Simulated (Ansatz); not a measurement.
## Redistribution: C2H3ClF2 + C3H6F2 → CClF3 + C4H9F

Species: C2H3ClF2 (1-chloro-1,1-difluoroethane) `CC(F)(F)Cl`, singlet; C3H6F2 `FCCCF`, singlet; CClF3 `FC(F)(F)Cl`, singlet; C4H9F (1-fluorobutane) `CCCCF`, singlet. The partners trade CH3 for F; both sit on C, so the bond types are kept.

Shapes, held fixed at every level: PBE0-D4/def2-TZVP. Flexible molecules stand in one conformer, not always the lowest. Programs: Ansatz 0.2.0. Electronic energies: no zero-point or thermal term.

Problem. Estimate ΔE of this reaction.

Solution. The highest level, CCSD(T)/CBS estimate, gives ΔE = -4.4 kJ/mol; the levels span -10.7 to -2.2. The column of differences is taken from that level and isn't an error. No measured value is set beside it here. The CBS estimate extrapolates MP2 from def2-TZVPP and def2-QZVPP and adds CCSD(T) − MP2 in the triple-zeta set, cores frozen.

| level | kind | ΔE (kJ/mol) | less CCSD(T)/CBS estimate |
| --- | --- | --- | --- |
| B3LYP-D4/def2-TZVPP | global hybrid | -2.2 | +2.2 |
| PBE0-D4/def2-TZVPP | global hybrid | -10.2 | -5.8 |
| B2PLYP/def2-TZVPP | double hybrid | -3.5 | +0.9 |
| MP2/def2-TZVPP | perturbation theory | -10.7 | -6.3 |
| CCSD(T)/def2-TZVPP | coupled cluster or CI | -8.3 | -3.9 |
| CCSD/def2-TZVPP | coupled cluster or CI | -7.6 | -3.2 |
| CCSD(T)/CBS estimate | coupled cluster or CI | -4.4 | 0.0 |
